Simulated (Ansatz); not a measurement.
One starting cell of Rh (a generated cell, Rh built in the AFLOW prototype A_hR1_166_a (A10, as in Hg)) was relaxed twice with Ansatz (plane waves, PAW, scalar-relativistic): with r2SCAN at 500 eV and with PBE at 420 eV. The r2SCAN result:

```yaml
crystal:
  lattice:
    - [0.00000, 1.90006, 1.90006]
    - [1.90006, 0.00000, 1.90006]
    - [1.90006, 1.90006, 0.00000]
  atoms:
    - { symbol: Rh, position: [0.00000, 0.00000, 0.00000] }
```

```
quantity                          r2SCAN         PBE
--------------------------------  ------  ----------
space group                        Fm-3m       Fm-3m
volume (Å³/atom)                   13.72  (withheld)
a (Å)                              3.800  (withheld)
gap (eV, no spin-orbit coupling)    0.00  (withheld)
```

Q: What does PBE give for the same quantities?

A: 
- volume (Å³/atom), PBE: 14.05
- a (Å), PBE: 3.830
- gap (eV, no spin-orbit coupling), PBE: 0.00

Both levels end in the same structure; PBE's volume is 2.4 % larger. Neither column is exact.

No spin polarisation in the result.

Measured for Rh: a 3.794 Å (static lattice; corrected from measurement; as listed in Daniel Mejia-Rodriguez, S. B. Trickey, Phys. Rev. B (2018)). Computed minus measured — a: r2SCAN +0.2 %, PBE +1.0 %. The computed values are for a static lattice.

The run could not lose the symmetry of its start; a randomly shaken copy of 2 atoms returns to this structure.

Ansatz is a first-principles code.
